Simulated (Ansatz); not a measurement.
## What each rung costs and misses: atomization of SiH$_{2}$, singlet

Geometry (MP2(full)/6-31G*, from the G2/97 set):

```xyz
3

Si    0.0000    0.0000    0.0703
H     0.0000    1.0969   -0.9798
H     0.0000   -1.0969   -0.9798
```

Measured, as an electronic atomization energy: 633.7 kJ/mol (G2/97 heats of formation of molecule and atoms, with zero-point and thermal terms from B3LYP taken off; Curtiss et al., J. Chem. Phys. 106, 1063 (1997), Staroverov et al., J. Chem. Phys. 119, 12129 (2003)). The measured value holds scalar relativity and spin–orbit coupling, which all computed ones lack, and core correlation, which the wave-function levels lack. Atoms are taken at the same level; beside RHF, RMP2 and RCC rows they are unrestricted. Truncated CI is not size-consistent. The atoms' steps beyond CCSDT(Q) are taken from restricted open-shell runs, which share full CI's core. Ansatz 0.2.0; the 6-31G* set has Cartesian d functions; a miss is computed less measured; times are wall times on shared hosts and scatter by a factor of two or so. A small miss in a small set is a cancellation of the method's error against the basis error.

```json
{"level": "RMP2", "basis": "STO-3G", "miss (kJ/mol)": "129.1", "time of the run": "–", "hardware": "–"}
{"level": "RCCSD(T)", "basis": "STO-3G", "miss (kJ/mol)": "165.6", "time of the run": "0.09 s", "hardware": "1 CPU thread"}
{"level": "full CI", "basis": "STO-3G", "miss (kJ/mol)": "165.8", "time of the run": "0.09 s", "hardware": "1 CPU thread"}
{"level": "PBE", "basis": "STO-3G", "miss (kJ/mol)": "279.7", "time of the run": "0.24 s", "hardware": "1 CPU thread"}
{"level": "wB97M-V", "basis": "STO-3G", "miss (kJ/mol)": "310.8", "time of the run": "0.81 s", "hardware": "1 CPU thread"}
{"level": "RHF", "basis": "6-31G", "miss (kJ/mol)": "-253.0", "time of the run": "–", "hardware": "–"}
{"level": "RCCSD(T)", "basis": "6-31G", "miss (kJ/mol)": "-147.3", "time of the run": "0.15 s", "hardware": "1 CPU thread"}
{"level": "RCCSDTQ", "basis": "6-31G", "miss (kJ/mol)": "-146.7", "time of the run": "0.73 s", "hardware": "1 CPU thread"}
{"level": "MRCISD+Q (valence space)", "basis": "6-31G", "miss (kJ/mol)": "-147.6", "time of the run": "0.52 s", "hardware": "1 CPU thread"}
{"level": "full CI", "basis": "6-31G", "miss (kJ/mol)": "-146.7", "time of the run": "0.48 s", "hardware": "1 CPU thread"}
{"level": "PBE", "basis": "6-31G", "miss (kJ/mol)": "-65.9", "time of the run": "0.4 s", "hardware": "1 CPU thread"}
{"level": "wB97M-V", "basis": "6-31G", "miss (kJ/mol)": "-42.9", "time of the run": "1.1 s", "hardware": "1 CPU thread"}
{"level": "RMP2", "basis": "6-31G*", "miss (kJ/mol)": "-112.2", "time of the run": "–", "hardware": "–"}
{"level": "RCCSD(T)", "basis": "6-31G*", "miss (kJ/mol)": "-87.7", "time of the run": "0.18 s", "hardware": "1 CPU thread"}
{"level": "RCCSDTQ", "basis": "6-31G*", "miss (kJ/mol)": "-86.9", "time of the run": "1.4 s", "hardware": "1 CPU thread"}
{"level": "full CI", "basis": "6-31G*", "miss (kJ/mol)": "-86.9", "time of the run": "0.82 s", "hardware": "1 CPU thread"}
{"level": "PBE", "basis": "6-31G*", "miss (kJ/mol)": "-21.7", "time of the run": "0.39 s", "hardware": "1 CPU thread"}
{"level": "B3LYP", "basis": "6-31G*", "miss (kJ/mol)": "-1.6", "time of the run": "0.36 s", "hardware": "1 CPU thread"}
{"level": "RHF", "basis": "cc-pV(D+d)Z", "miss (kJ/mol)": "-179.1", "time of the run": "0.24 s", "hardware": "1 CPU thread"}
{"level": "RCCSD(T)", "basis": "cc-pV(D+d)Z", "miss (kJ/mol)": "-38.6", "time of the run": "0.27 s", "hardware": "1 CPU thread"}
{"level": "RCCSDTQ", "basis": "cc-pV(D+d)Z", "miss (kJ/mol)": "-37.9", "time of the run": "2.1 s", "hardware": "H100 + 5 CPU threads"}
{"level": "PBE", "basis": "cc-pV(D+d)Z", "miss (kJ/mol)": "-20.5", "time of the run": "0.45 s", "hardware": "1 CPU thread"}
{"level": "B3LYP", "basis": "cc-pV(D+d)Z", "miss (kJ/mol)": "0.9", "time of the run": "0.45 s", "hardware": "1 CPU thread"}
{"level": "wB97M-V", "basis": "cc-pV(D+d)Z", "miss (kJ/mol)": "16.3", "time of the run": "1.4 s", "hardware": "1 CPU thread"}
{"level": "RHF", "basis": "cc-pV(T+d)Z", "miss (kJ/mol)": "-172.3", "time of the run": "0.54 s", "hardware": "1 CPU thread"}
{"level": "RCCSD(T)", "basis": "cc-pV(T+d)Z", "miss (kJ/mol)": "-5.6", "time of the run": "1.5 s (with forces)", "hardware": "1 CPU thread"}
{"level": "RCCSDT(Q)", "basis": "cc-pV(T+d)Z", "miss (kJ/mol)": "-5.3", "time of the run": "7.5 s", "hardware": "1 CPU thread"}
{"level": "RCCSDTQ", "basis": "cc-pV(T+d)Z", "miss (kJ/mol)": "-5.3", "time of the run": "6 s", "hardware": "H100 + 5 CPU threads"}
{"level": "MRCISD+Q (valence space)", "basis": "cc-pV(T+d)Z", "miss (kJ/mol)": "-10.1", "time of the run": "1.5 s", "hardware": "H100 + 5 CPU threads"}
{"level": "full CI", "basis": "cc-pV(T+d)Z", "miss (kJ/mol)": "-5.3", "time of the run": "19 s", "hardware": "H100 + 5 CPU threads"}
{"level": "PBE", "basis": "cc-pV(T+d)Z", "miss (kJ/mol)": "-14.0", "time of the run": "1.1 s", "hardware": "1 CPU thread"}
{"level": "B3LYP", "basis": "cc-pV(T+d)Z", "miss (kJ/mol)": "9.8", "time of the run": "1.2 s", "hardware": "1 CPU thread"}
{"level": "RHF", "basis": "cc-pV(Q+d)Z", "miss (kJ/mol)": "-170.7", "time of the run": "1.7 s", "hardware": "1 CPU thread"}
{"level": "RMP2", "basis": "cc-pV(Q+d)Z", "miss (kJ/mol)": "-21.3", "time of the run": "–", "hardware": "–"}
{"level": "UMP2", "basis": "cc-pV(Q+d)Z", "miss (kJ/mol)": "-40.2", "time of the run": "–", "hardware": "–"}
{"level": "RCCSD(T)", "basis": "cc-pV(Q+d)Z", "miss (kJ/mol)": "4.9", "time of the run": "3.1 s", "hardware": "1 CPU thread"}
{"level": "UCCSD(T)", "basis": "cc-pV(Q+d)Z", "miss (kJ/mol)": "4.0", "time of the run": "2.6 s", "hardware": "H100 + 5 CPU threads"}
{"level": "MRCISD+Q (valence space)", "basis": "cc-pV(Q+d)Z", "miss (kJ/mol)": "0.3", "time of the run": "2 s", "hardware": "H100 + 5 CPU threads"}
{"level": "r2SCAN", "basis": "cc-pV(Q+d)Z", "miss (kJ/mol)": "-6.9", "time of the run": "1.8 s", "hardware": "H100 + 5 CPU threads"}
{"level": "wB97M-V", "basis": "cc-pV(Q+d)Z", "miss (kJ/mol)": "15.5", "time of the run": "2.4 s", "hardware": "H100 + 5 CPU threads"}
```

HF's time is that of a plain UHF run. A dash: the level came out of a higher level's run.

Some unrestricted rows aren't spin-pure. Their determinants' ⟨S²⟩ reaches 0.43 in the UMP2 and UCC rows, 0.25 in the Kohn–Sham rows, against 0.00 for a pure state.

A composite of the best parts (restricted reference, at this geometry, which isn't the minimum of the high levels):

| part | kJ/mol |
| --- | --- |
| Hartree–Fock limit (T, Q; exp(−5.46 √X)) | 463.54 |
| CCSD(T) correlation limit (T, Q; X⁻³) | 182.00 |
| CCSDT − CCSD(T) (QZ) | 0.09 |
| (Q) (QZ) | 0.26 |
| CCSDTQ − CCSDT(Q) (TZ) | 0.04 |
| full CI − CCSDTQ (TZ) | 0.00 |
| sum | 645.9 |
| sum less measured | 12.2 |
